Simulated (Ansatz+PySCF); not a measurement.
## triplet BHO₂: levels of theory in one basis

```
atom    x (Å)   y (Å)    z (Å)
   O   0.0000  0.0000  -1.3071
   O   0.0000  0.0000   1.3071
   B  30.0000  0.0000  -0.3131
   H  30.0000  0.0000   1.5655
```

Basis set: 6-31G (spherical functions). Left uncorrelated: 3 orbitals. Correlation on ROHF uses semicanonical orbitals with singles. Charge 0, multiplicity 3.

Computed with Ansatz (development build ahead of 0.2.0); each method stands on the lowest determinant of its kind that the runs found. NEVPT2 correlates all electrons. Active spaces start from the frontier orbitals, and the lowest solution found is given.

```tsv
method	E − E(ROHF) (eV)	<S²> of the determinant
ROHF	0.00	2.00
UHF	-2.81	4.10
UHF-MP2	-6.14	4.10
UHF-CCSD(T)	-7.26	4.10
CASSCF(6,6)	-4.14	–
CASSCF(4,4)	-3.21	–
SC-NEVPT2(6,6)	-7.66	–
SC-NEVPT2(4,4)	-7.31	–
```

Problem. What does ROHF-MP2 give on the same scale?

Solution. -4.51 eV.

Problem. Is a single determinant a sound starting point here?

Solution. It is doubtful. Unrestricted orbitals lower Hartree–Fock by 2.81 eV and <S²> is 4.10 where a pure state has 2.00, a sign of strong static correlation. The CASSCF(6,6) natural occupations are 1.88, 1.10, 1.00, 1.00, 0.90, 0.12. The CASSCF(4,4) natural occupations are 1.10, 1.00, 1.00, 0.90.

Caution for ROHF, ROHF-MP2: an unrestricted determinant lies well below. Caution for UHF, UHF-MP2, UHF-CCSD(T): the unrestricted determinant is a mixture of spin states; the determinant breaks the point group. Caution for ROHF-MP2, UHF-MP2, UHF-CCSD(T): bonds are stretched, where a single reference can fail. Caution for CASSCF(6,6), CASSCF(4,4), SC-NEVPT2(6,6), SC-NEVPT2(4,4): other starts end on other solutions of this active space.
